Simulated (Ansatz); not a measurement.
Reaction: BHF2 (SMILES FBF) → BF2 (SMILES F[B]F, doublet) + H (doublet) (the B-H bond breaks)
Each species at its own B3LYP-D3(BJ)/def2-TZVP minimum (Ansatz, a quantum-chemistry and plane-wave program).

Total energies in hartree (Ansatz). Radicals and triplets start from unrestricted determinants; spin-orbit coupling is neglected. Correlated methods leave the cores frozen. No relativity. For partners of very few electrons the exact lower level stands in for a higher one.

```tsv
species	HF/cc-pVTZ	CCSD(T)/cc-pVTZ	HF/cc-pVQZ	CCSD(T)/cc-pVQZ	CCSD(T)/cc-pVDZ	CCSDT(Q)/cc-pVDZ
1: BHF2 (difluoroborane, SMILES FBF)	-224.35366	-224.97843	-224.37207	-225.04920	-224.74382	-224.74517
2: BF2 (SMILES F[B]F, doublet)	-223.70714	-224.29755	-223.72596	-224.36761	-224.06659	-224.06803
3: H (doublet)	-0.49981	-0.49981	-0.49995	-0.49995	-0.49928	-0.49928
```

### Question
Work out the bond dissociation energy (electronic) in kJ/mol: take Hartree-Fock from cc-pVQZ, extrapolate the CCSD(T) correlation energy as X^-3 (X = 3, 4), and add CCSDT(Q) - CCSD(T) in cc-pVDZ. 1 hartree = 2625.5 kJ/mol.

### Answer

Species 1: correlation (64·(-0.67713) - 27·(-0.62477))/37 = -0.71534; step -0.00135; E1 = -224.37207 + (-0.71534) + (-0.00135) = -225.08876
Species 2: correlation (64·(-0.64165) - 27·(-0.59041))/37 = -0.67904; step -0.00144; E2 = -223.72596 + (-0.67904) + (-0.00144) = -224.40644
Species 3: correlation (64·(0.00000) - 27·(0.00000))/37 = 0.00000; step +0.00000; E3 = -0.49995 + (0.00000) + (+0.00000) = -0.49995
-1·E1 +1·E2 +1·E3 = 0.18237 hartree = 478.8 kJ/mol.
